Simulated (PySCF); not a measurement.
Calculation: B3LYP-D3(BJ)/def2-TZVP run with PySCF 2.14.0. Isolated molecules, 0 K electronic values unless said otherwise. One relaxed conformer stands for a flexible species; it need not be the lowest. B3LYP has the VWN-RPA correlation part, as in Gaussian. Delta-SCF ions had no search for a lower state. Excitations are Tamm–Dancoff values on a coarser integration grid. The basis has no diffuse functions, so Rydberg states are missing or too high.

Reference species (SMILES): `[Cl][Al]([Cl])[Cl]` (neutral, multiplicity 1).

| Quantity | Result |
|---|---|
| S1 excitation (TDA) | 6.40 eV |
| S1 oscillator strength | 0.000 |
| vertical ionisation energy (Delta-SCF) | 11.30 eV |

Changed species: `[SH][Al]([SH])[Cl]` (H–S–Al–Cl torsion 0°, Cl–Al–S–H torsion 0°) (2 of 3 Cl replaced by SH; the reference has 0 of 3 Cl replaced by SH).

Q: What does the change do to the S1 excitation (TDA), S1 oscillator strength and vertical ionisation energy (Delta-SCF)?

A: the S1 excitation (TDA) drops by 1.00 eV, to 5.40 eV; the S1 oscillator strength is nearly the same; the vertical ionisation energy (Delta-SCF) drops by 1.56 eV, to 9.74 eV.
